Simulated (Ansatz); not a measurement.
CH8Si2, singlet: at the start structure of a reaction step.

Input (in.yaml):

```yaml
crystal:
  periodic: [false, false, false]
  atoms:
    - {symbol: Si, position_ang: [-1.052085, 0.546843, 0.954812]}
    - {symbol: Si, position_ang: [1.286216, 1.019319, 1.015730]}
    - {symbol: H, position_ang: [-0.301756, -0.458332, -0.695033]}
    - {symbol: C, position_ang: [-0.907283, -1.342920, -0.993662]}
    - {symbol: H, position_ang: [-1.222028, 1.558280, -0.173920]}
    - {symbol: H, position_ang: [1.365580, 2.317160, 1.755381]}
    - {symbol: H, position_ang: [1.976429, 1.204314, -0.294205]}
    - {symbol: H, position_ang: [2.071918, 0.020927, 1.795357]}
    - {symbol: H, position_ang: [-0.739548, -2.169912, -0.308790]}
    - {symbol: H, position_ang: [-1.967254, -1.114065, -1.072850]}
    - {symbol: H, position_ang: [-0.510390, -1.581617, -1.982820]}
basis:
  gaussian: {orbitals: def2-TZVPP}
hamiltonian: {xc: pbe, dispersion: d4}
```

Run by:

```bash
ansatz run in.yaml --threads 4 --pin off --events-out ev --progress --plain --max-ram 9574MiB
```

Output of Ansatz 0.2.0:

```
Functional definition: PBE
  name "PBE"
  cite "Perdew, Burke & Ernzerhof, Phys. Rev. Lett. 77, 3865 (1996) doi:10.1103/PhysRevLett.77.3865"
  parent pbe
  parameter kappa = 0.804
  parameter beta = 0.06672455060314922
  exchange = pbe_x(kappa = kappa, mu = beta*pi^2/3)
  correlation = pbe_c(beta = beta)
1228 factors; their error is unknown
mean field evaluation 1: about -16903.4154 eV, gradient 5.7e1 eV
mean field evaluation 2: about -16892.5543 eV, gradient 7.9e1 eV
mean field evaluation 4: about -16911.3599 eV, gradient 6.6e0 eV
mean field evaluation 8: about -16911.4975 eV, gradient 1.2e-1 eV
mean field evaluation 16: about -16911.4550 eV, gradient 1.5e-4 eV
mean field -16911.45498052 eV, -621.4845075384 hartree, gradient 3.0e-5 eV, S^2 0.000000; 0 other end points of the search recorded, 0 dependent functions left out
reference -16911.45502641 eV, -621.4845092245 hartree; 21, 21 occupied and 206, 206 virtual orbitals, 1228 factors
Total energy: -16911.67001452 eV, -621.4924098919 hartree
```

The lines “mean field evaluation” count trial sets of orbitals through the whole run, from several starts and some on an approximate energy, so they need not fall steadily or lie above the final value.

Hardware: 4 CPU threads of an Arm Neoverse V2, shared host. Wall time about 1.2 s.
